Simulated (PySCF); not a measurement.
**AlN−: a composite coupled-cluster curve**

An exercise on one series of results from a longer session: the logs are not shown, and one member is left open.

Computed with PySCF 2.14.0. Level: CCSD(T) on ROHF, no relativity in the base curves; scalar relativity is added as a correction.

4 further runs of the same task are left out: 4 set aside as unsound or not needed.

The first run:

```
molecule             : AlN−
state                : doublet, unpaired electrons π ↑
smaller basis        : Al aug-cc-pV(D+d)Z, N aug-cc-pVDZ
larger basis         : Al aug-cc-pV(T+d)Z, N aug-cc-pVTZ
frozen core orbitals : 6
extrapolation        : correlation as n⁻³ (n = 2, 3), Hartree–Fock as (n+1)·exp(−9√n)
corrections          : core–valence correlation, scalar relativity
distances (Å)        : 1.5799, 1.6517, 1.7236, 1.7954, 1.8672, 1.9569, 2.0467
masses (u)           : 26.9815, 14.0031
dissociation limit   : Al− + N
```

Command:

```sh
$ OMP_NUM_THREADS=4 python comp.py task.json out
```

One of the session's tables, all rows but one given; the rest of the session is left out.

Parts of the energy along the bond, in eV from Al− + N:

```
 R (Å)  HF/CBS  CCSD corr.      (T)  core–valence  relativity
1.5799  -0.594      -2.384  -0.2463       -0.0608      0.0037
1.6517       ?           ?        ?             ?           ?
1.7236  -1.098      -2.497  -0.2841       -0.0284      0.0071
1.7954  -1.067      -2.560  -0.3060       -0.0175      0.0078
1.8672  -0.921      -2.627  -0.3298       -0.0092      0.0081
1.9569  -0.631      -2.713  -0.3622       -0.0017      0.0079
2.0467  -0.267      -2.801  -0.3975        0.0034      0.0075
```

Estimate the missing values for R (Å) = 1.6517.

Worked estimate for «HF/CBS». A straight line through the neighbours (1.5799, -0.594) and (1.7236, -1.098) gives -0.594 + (-1.098 + 0.594) × (1.6517 − 1.5799) / (1.7236 − 1.5799) = -0.846; a parabola fitted to 3 rows on both sides gives -0.940.

The run gave: HF/CBS: -0.962; CCSD corr.: -2.438; (T): -0.2641; core–valence: -0.0425; relativity: 0.0058. In «HF/CBS» the line misses by +0.116 and the parabola by +0.022.

To keep in mind: Spin–orbit coupling and excitations beyond (T) are left out. An extrapolation from double and triple zeta is rough, so this isn't yet the limit.
